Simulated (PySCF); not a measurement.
# From one method to the next for B2 (triplet)

Starting from one script, swap the method and compare what comes out for B2 (triplet).

Program: PySCF 2.14.0. Level of theory: each script names its method and basis. These are calculated values, not measurements.

2 further runs of the same task are left out: 2 that didn't finish.

### Step 1. Starting geometry

B2 (triplet): 2 atoms, charge 0, spin multiplicity 3.

Bond lengths: B1–B2 1.630 Å.

### Step 2. Base script

Input file input.py:

```python
from pyscf import gto, scf, cc

mol = gto.M(
    atom='B 0 0 0; B 0 0 1.63',
    basis='6-31g',
    charge=0,
    spin=2,
    verbose=4,
)
mf = scf.UHF(mol)
mf = mf.density_fit(auxbasis='def2-universal-jkfit')
mf.kernel()
mycc = cc.CCSD(mf, frozen=2)
mycc.kernel()
e = mycc.ipccsd(nroots=3)[0]
print('roots (eV) =', (e*27.211386).round(3))
mf.dip_moment()
print('orbital energies (hartree):', [e[max(0, n-3):n+3].round(4) for e, n in zip(mf.mo_energy, mol.nelec)])
```

The run is started by

```console
python input.py
```

Its log is not repeated here.

It gives: E(SCF) = -49.061905 Eh, 9 cycles, E(CCSD) − E(SCF) = -0.14436 Eh, ⟨S²⟩ = 2.010, μ = 0.00 D, ionisation roots 9.123, 9.123, 9.999 eV.

The bond length is a typed value, not an optimised one. The triplet is typed in the script; nothing here shows that it is the ground state.

### Step 3. MP2

Variant 1 changes step after the SCF: eomip → mp2.

Input file input.py:

```python
from pyscf import gto, scf, mp

mol = gto.M(
    atom='B 0 0 0; B 0 0 1.63',
    basis='6-31g',
    charge=0,
    spin=2,
    verbose=4,
)
mf = scf.UHF(mol)
mf = mf.density_fit(auxbasis='def2-universal-jkfit')
mf.kernel()
mp.MP2(mf, frozen=2).kernel()
mf.dip_moment()
print('orbital energies (hartree):', [e[max(0, n-3):n+3].round(4) for e, n in zip(mf.mo_energy, mol.nelec)])
```

The run is started by

```console
python input.py
```

### Step 4. Gradient

Variant 2 changes step after the SCF: eomip → gradient.

Changes to input.py since step 2:

```diff
@@ -1,2 +1,2 @@
-from pyscf import gto, scf, cc
+from pyscf import gto, scf
 
@@ -12,6 +12,3 @@
 mf.kernel()
-mycc = cc.CCSD(mf, frozen=2)
-mycc.kernel()
-e = mycc.ipccsd(nroots=3)[0]
-print('roots (eV) =', (e*27.211386).round(3))
+mf.nuc_grad_method().kernel()
 mf.dip_moment()
```

### Step 5. Frozen orbitals none

Variant 3 changes frozen orbitals: 2 → none.

Changes to input.py since step 2:

```diff
@@ -12,3 +12,3 @@
 mf.kernel()
-mycc = cc.CCSD(mf, frozen=2)
+mycc = cc.CCSD(mf)
 mycc.kernel()
```

### Step 6. Pw6b95 (UKS)

Variant 4 changes functional: none (Hartree–Fock) → pw6b95; SCF type: UHF → UKS; step after the SCF: eomip → analyze.

Input file input.py:

```python
from pyscf import gto, dft

mol = gto.M(
    atom='B 0 0 0; B 0 0 1.63',
    basis='6-31g',
    charge=0,
    spin=2,
    verbose=4,
)
mf = dft.UKS(mol, xc='pw6b95')
mf = mf.density_fit(auxbasis='def2-universal-jkfit')
mf.kernel()
mf.analyze()
print('orbital energies (hartree):', [e[max(0, n-3):n+3].round(4) for e, n in zip(mf.mo_energy, mol.nelec)])
```

### Step 7. ROHF

Variant 5 changes SCF type: UHF → ROHF.

Changes to input.py since step 2:

```diff
@@ -9,3 +9,3 @@
 )
-mf = scf.UHF(mol)
+mf = scf.ROHF(mol)
 mf = mf.density_fit(auxbasis='def2-universal-jkfit')
@@ -17,2 +17,2 @@
 mf.dip_moment()
-print('orbital energies (hartree):', [e[max(0, n-3):n+3].round(4) for e, n in zip(mf.mo_energy, mol.nelec)])
+print('orbital energies (hartree):', mf.mo_energy[..., max(0, mol.nelec[1]-3):mol.nelec[0]+3].round(4))
```

Before running it: what results should come out? Wanted: for each run, E(SCF); from base; gap, α spin; after the SCF.

**Answer**, as computed:

```tsv
run	E(SCF) (hartree)	from base (eV)	cycles	gap, α spin (eV)	after the SCF
base	-49.061905	0	9	8.61	CCSD correlation -3.928 eV, core frozen, first root 9.12 eV
MP2	-49.061905	0.0000	9	8.61	MP2 correlation -3.052 eV, core frozen
gradient	-49.061905	0.0000	9	8.61	n/a
frozen orbitals none	-49.061905	0.0000	9	8.61	CCSD correlation -3.985 eV, first root 9.12 eV
pw6b95 (UKS)	-49.470520	not comparable	7	2.70	n/a
ROHF	-49.059605	+0.0626	7	n/a	CCSD correlation -3.988 eV, core frozen, first root 9.12 eV
```

**Reading.** Total energies of different functionals can't be compared with each other; differences within one functional can.
